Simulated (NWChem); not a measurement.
LiH; SMILES [LiH]

```xyz
2

Li     0.0000     0.0000     0.4586
H      0.0000     0.0000    -1.1457
```
Atoms are numbered in this order, from 1.

Geometry: optimised at PBE-D3(BJ)/def2-SVP.

 States above −ε(HOMO) = 5.3 eV lie in this functional's continuum and hang on the basis.

Question: List the 4 lowest vertical singlet excitations from B3LYP/aug-cc-pVDZ, TDA (NWChem).

Answer: 
```csv
state,energy (eV),oscillator strength,leading excitation (squared amplitude)
S1,3.26,0.084,HOMO → LUMO (0.97)
S2,4.30,0.197,HOMO → LUMO+1 (0.90)
S3,4.30,0.197,HOMO → LUMO+2 (0.90)
S4,5.41,0.016,HOMO → LUMO+3 (0.59)
```
